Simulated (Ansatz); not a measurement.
## singlet C₂: levels of theory in one basis

```csv
atom,x (Å),y (Å),z (Å)
C,0.0000,0.0000,0.0000
C,0.0000,0.0000,1.7800
```

Basis set: def2-SVP (spherical functions). Correlated methods keep 2 orbitals frozen. Charge 0, multiplicity 1.

Computed with Ansatz (development build ahead of 0.2.0); each method stands on the lowest determinant of its kind that the runs found.

```
 method  E − E(RHF) (eV)  <S²> of the determinant
    RHF             0.00                     0.00
    UHF            -2.06                     1.92
RHF-MP2            -6.00                        –
```

(1) What does UHF-MP2 give on the same scale?

(2) Is a single determinant a sound starting point here?

Results:

(1) -5.54 eV.

(2) It is doubtful. Unrestricted orbitals lower Hartree–Fock by 2.06 eV and <S²> is 1.92 where a pure state has 0.00, a sign of strong static correlation.

Caution for RHF, RHF-MP2: an unrestricted determinant lies well below. Caution for UHF, UHF-MP2: the unrestricted determinant is a mixture of spin states. Caution for RHF-MP2, UHF-MP2: bonds are stretched, where a single reference can fail. Caution for RHF-MP2: other determinants can give a lower correlated total.
